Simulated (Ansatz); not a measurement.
**BSiH₂ (quartet): wave-function methods side by side, cc-pVDZ**

How much of the correlation energy of BSiH₂ (quartet) does each wave-function method recover here?

Method: cc-pVDZ, correlated electrons: outside noble gas; program: Ansatz 0.2.0, Gaussian basis.

The runs, in order: UHF; CCSD(T) on ROHF; CCSD(T) on UHF; BCCD(T) on ROHF; CISD; CCSDT(Q) on ROHF; CCSDT(Q) on UHF; CCSDTQ on ROHF; CASSCF and MRCISD+Q, 9 electrons in 10 orbitals; CASSCF and NEVPT2, 9 electrons in 10 orbitals.

## Step 1: What is computed

The geometry is a PBE0/def2-TZVP stationary point (not a proven minimum).

4 atoms, charge 0, spin multiplicity 4.

Atoms are counted from 1 here; the program's logs count them from 0.

Bond lengths: Si1–B2 1.993 Å, B2–H3 1.191 Å, B2–H4 1.191 Å. Angles: Si1–B2–H3 115.4°, Si1–B2–H4 115.4°, H3–B2–H4 129.2°.

As a file:

```csv
atom,x (Å),y (Å),z (Å)
Si1,0.00000,0.00000,0.64997
B2,0.00000,0.00000,-1.34284
H3,0.00000,-1.07595,-1.85389
H4,0.00000,1.07595,-1.85389
```

In the tables R marks a restricted open-shell determinant and U an unrestricted one; 'valence' is the active space of 9 electrons in 10 orbitals; correlation energies count from the lowest restricted Hartree-Fock solution.

## Step 2: UHF

File in.yaml:

```yaml
crystal:
  periodic: [false, false, false]
  atoms:
    - {symbol: Si, position_ang: [0.000000, 0.000000, 0.649966]}
    - {symbol: B, position_ang: [0.000000, 0.000000, -1.342837]}
    - {symbol: H, position_ang: [0.000000, -1.075954, -1.853888]}
    - {symbol: H, position_ang: [0.000000, 1.075954, -1.853888]}
basis:
  gaussian: {orbitals: cc-pVDZ}
magnetization: {spin_polarized: true, initial_magnetization: 3}
hamiltonian: {xc: hf}
output: {orbitals: {seedname: orbitals}}
```

Launch:

```sh
$ ansatz run in.yaml --threads 1 --pin off --events-out ev --progress --plain --max-ram 2816MiB --backend cpu
```

After this run come: CCSD(T) on ROHF; CCSD(T) on UHF; BCCD(T) on ROHF; CISD; CCSDT(Q) on ROHF; CCSDT(Q) on UHF; CCSDTQ on ROHF; CASSCF and MRCISD+Q, 9 electrons in 10 orbitals; CASSCF and NEVPT2, 9 electrons in 10 orbitals.

Before running them: what should the planned runs give, taken together? Wanted: correlation energy, RCCSDTQ; RMP2 from RCCSDTQ; UMP2 from RCCSDTQ; RCCSD from RCCSDTQ; RCCSD(T) from RCCSDTQ; UCCSD(T) from RCCSDTQ; RCCSDT(Q) from RCCSDTQ; UCCSDT(Q) from RCCSDTQ; NEVPT2 valence from RCCSDTQ.

The runs gave:

```
                                      quantity                                                   value
                   correlation energy, RCCSDTQ                                              -4.8078 eV
                             RMP2 from RCCSDTQ                                             +1136.3 meV
                             UMP2 from RCCSDTQ                                             +1133.5 meV
                            RCCSD from RCCSDTQ                                              +207.2 meV
                         RCCSD(T) from RCCSDTQ                                               +49.6 meV
                         UCCSD(T) from RCCSDTQ                                               +49.0 meV
                        RCCSDT(Q) from RCCSDTQ                                                +1.2 meV
                        UCCSDT(Q) from RCCSDTQ                                                +0.7 meV
                   NEVPT2 valence from RCCSDTQ                                              +876.1 meV
                 MRCISD+Q valence from RCCSDTQ                                               +29.4 meV
levels of the table within 1 kcal/mol (43 meV)  RCCSDT, UCCSDT, RCCSDT(Q), UCCSDT(Q), MRCISD+Q valence
                                 T1 diagnostic                                                   0.043
                effectively unpaired electrons                                                    3.02
```

**Reading.** RCCSD(T) misses by +49.6 meV, 1.0 % of the correlation energy. The occupations are near whole numbers, but T1 = 0.043 shows that the orbitals relax strongly. Of the multireference levels listed MRCISD+Q valence comes nearest in total energy (+29.4 meV), which doesn't show that its space is the better one. These misses are within one basis, not against nature; the frozen cores of restricted and unrestricted runs differ, which can shift their rows.
